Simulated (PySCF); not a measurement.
# TDDFT excited states: C6H12

Compound: 2-ethyl-1-butene, C₆H₁₂.
SMILES: `C=C(CC)CC`

Level of theory: PySCF, TDDFT PBE0/def2-SVPD, vertical, gas phase, core orbitals frozen in the response. One conformer (not necessarily the lowest) at the PBE0-D3(BJ)/def2-SVP geometry, without solvent, vibrations or thermal averaging. Torsions of this conformer, `[CH2:1]=[C:2]([CH2:3][CH3:4])[CH2:5][CH3:6]`: C1–C2–C3–C4 122°, C1–C2–C5–C6 122°.

```csv
state,E (eV),λ (nm),f,|μ| (D),symmetry,"main configurations (H = HOMO, L = LUMO)"
S1,6.68,185.7,0.021,0.91,B,H→L+1 (95%)
S2,7.03,176.3,0.359,3.67,A,H→L (91%)
S3,7.34,168.9,0.014,0.72,B,H→L+2 (94%)
S4,7.63,162.4,0.0024,0.29,A,H→L+3 (97%)
S5,7.67,161.7,0.047,1.27,A,H→L+4 (85%)
S6,7.76,159.8,0.016,0.75,A,H-1→L (90%)
S7,8.21,150.9,0.0060,0.44,B,H-2→L (91%)
S8,8.31,149.3,0.020,0.79,B,H→L+5 (91%)
S9,8.51,145.8,0.0035,0.33,B,"H→L+6 (79%), H→L+8 (11%)"
S10,8.56,144.8,0.0022,0.26,B,H-1→L+1 (95%)
```

Triplets (Tamm–Dancoff): T1 4.26 eV, H→L (92%); T2 6.58 eV, H→L+1 (91%); T3 7.24 eV, H→L+2 (90%); T4 7.33 eV, H-1→L (90%).

The lowest singlet comes at 186 nm (644 kJ/mol) in the vacuum ultraviolet; it is weak; its leading configuration is HOMO→LUMO+1 (95%). The strongest level in the table is S2 at 7.03 eV (176 nm, f = 0.359). Löwdin shares by element: HOMO carbon 82% or more (atoms not listed hold the other 18%); LUMO carbon 60% or more, hydrogen 13% or more (atoms not listed hold the other 28%). Orbital energies (eV): HOMO-3 -9.65, HOMO-2 -9.28, HOMO-1 -8.97, HOMO -7.04, LUMO 0.42, LUMO+1 0.69, LUMO+2 1.43. Of the 10 states listed, 6 reach f = 0.01 and none stays under 0.0005. Weighted by f, the mean energy of these states is 7.20 eV. All these states lie below the vertical ionisation energy of 9.03 eV (ΔSCF). Symmetry labels in C2 follow from the direction of the transition dipole and are given only for states with f of 0.002 or more. The window holds the lowest 10 singlets.
